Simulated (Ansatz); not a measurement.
Born–Oppenheimer molecular dynamics of BH4N (6 atoms, charge 0, multiplicity 1). It starts from a relaxed structure.

These are results of Ansatz, RKS PBE0-D4/def2-mTZVP, not measurements.

```yaml
ensemble: NVT, Langevin thermostat
time_step: 0.25 fs
steps_asked: 300
set_temperature: 400 K
friction: 0.05 /fs
seed: 67549
```

First frame:

```xyz
6
Properties=species:S:1:pos:R:3
B -0.135 -0.681 -0.025
N 0.152 0.675 0.010
H 0.221 -1.371 0.884
H -0.730 -1.123 -0.963
H -0.116 1.318 -0.719
H 0.649 1.119 0.767
```

Task: How far do the bonds stretch over the last three quarters of this one trajectory? (Pairs bonded in most of those frames.)

Result: 
```csv
bond,mean (Å),spread (Å),shortest,longest
B1–N2,1.394,0.033,1.33,1.46
B1–H3,1.203,0.039,1.13,1.30
B1–H4,1.196,0.039,1.12,1.26
N2–H5,1.013,0.017,0.98,1.05
N2–H6,1.012,0.021,0.97,1.05
```

Mean temperature of the second half: 484 K. The mean temperature of the second half is 21 % above the set value. A run of 0.075 ps of so small a system gives no equilibrium averages.

Run time: 5.1 min on 1 thread of Arm Neoverse N1, on a shared host, peak memory 0.081 GiB.
